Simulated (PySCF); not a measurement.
NaCl, SMILES [Na][Cl].

Coordinates come from a PBE-D3(BJ)/def2-TZVPD optimisation.

Two levels are set side by side: TDDFT-PBE/def2-TZVPD (PySCF) and TDDFT-M06-2X/def2-TZVPD (PySCF). Vertical, same geometry. The lowest singlet is HOMO→LUMO 100 % with PBE and HOMO→LUMO 96 % with the other functional; states are paired by order. Differences are taken from unrounded values.

| quantity | TDDFT-M06-2X | TDDFT-PBE | TDDFT-PBE minus TDDFT-M06-2X |
|---|---|---|---|
| lowest singlet excitation (eV) | 4.05 | 3.02 | -1.03 |
| lowest triplet excitation (TDA) (eV) | 4.04 | 2.95 | -1.10 |
| first bright state (f over 0.05) (eV) | 4.70 | 3.68 | -1.02 |
| its oscillator strength | 0.08 | 0.10 | 0.02 |

A lower first singlet is the usual sign of a functional without exact exchange. Differences between two approximate levels are no errors against the true value.

Rough cost on one machine, each run with all the roots and properties that it gave: TDDFT-M06-2X against TDDFT-PBE about 10 times.
